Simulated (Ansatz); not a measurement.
**AlHO (singlet): the correlation ladder at distance O2–H3 = 0.846 Å, 6-31G**

An exercise on one series of results from a longer session: the logs are not shown, and one member is left open.

Method: 6-31G, core rule «outside noble gas», up to 6 orbitals frozen; program: Ansatz 0.2.0, Gaussian basis.

The runs, in order: UHF; CCSD(T) on RHF; BCCD(T) on RHF; CISD; CCSDT(Q) on RHF; CISDTQ; CCSDTQ on RHF; CASSCF and MRCISD+Q, 2 electrons in 2 orbitals; CASSCF and NEVPT2, 2 electrons in 2 orbitals; Full CI.

29 further runs of the same task are left out: 16 for a known fault of the program, 8 that didn't finish, 5 set aside as unsound or not needed.

## What is computed

The geometry derives from a PBE0/def2-TZVP stationary point (not a proven minimum). One bond is set to the value named and the two fragments are kept rigid.

3 atoms, charge 0, spin multiplicity 1.

Atoms are counted from 1 here; the program's logs count them from 0.

Bond lengths: Al1–O2 1.674 Å, O2–H3 0.846 Å. Angles: Al1–O2–H3 180.0°.

Geometry (Å):

```mol
AlHO
  3D, bonds by distance, orders not assigned

  3  2  0  0  0  0  0  0  0  0999 V2000
    0.0000    0.0000    1.3983 Al  0  0
    0.0000    0.0000   -0.2762 O   0  0
    0.0000    0.0000   -1.1222 H   0  0
  1  2  8  0
  2  3  8  0
M  END
```

Set-up of the first run:

in.yaml reads:

```yaml
crystal:
  periodic: [false, false, false]
  atoms:
    - {symbol: Al, position_ang: [0.000000, 0.000000, 1.398313]}
    - {symbol: O, position_ang: [0.000000, 0.000000, -0.276157]}
    - {symbol: H, position_ang: [0.000000, 0.000000, -1.122157]}
basis:
  gaussian: {orbitals: 6-31G}
magnetization: {spin_polarized: true, initial_magnetization: 0}
hamiltonian: {xc: hf}
output: {orbitals: {seedname: orbitals}}
```

The run is started by

```console
ansatz run in.yaml --threads 1 --pin off --events-out ev --progress --plain --max-ram 2393MiB
```

Steps of the session up to this table: UHF; CCSD(T) on RHF; BCCD(T) on RHF; CISD; CCSDT(Q) on RHF; CISDTQ; CCSDTQ on RHF; CASSCF and MRCISD+Q, 2 electrons in 2 orbitals; CASSCF and NEVPT2, 2 electrons in 2 orbitals; Full CI.

One of the session's tables, all rows but one given; the rest of the session is left out.

```
       method  from FCI (kJ/mol)
          RHF             +427.2
         RMP2              +40.5
         CISD              +35.9
        RCCSD               +8.4
     RCCSD(T)               +2.0
      BCCD(T)               +1.5
       RCCSDT               +1.4
       CISDTQ               +1.7
    RCCSDT(Q)               -0.2
      RCCSDTQ                0.0
  CASSCF pair                  ?
  NEVPT2 pair              +37.1
  MRCISD pair              +30.9
MRCISD+Q pair               +5.2
          FCI                  0
```

Q: Estimate the row for CASSCF pair from the others.

As computed: from FCI (kJ/mol): +384.5. In the column «from FCI (kJ/mol)» it lies between RMP2 (+40.5) and RHF (+427.2).
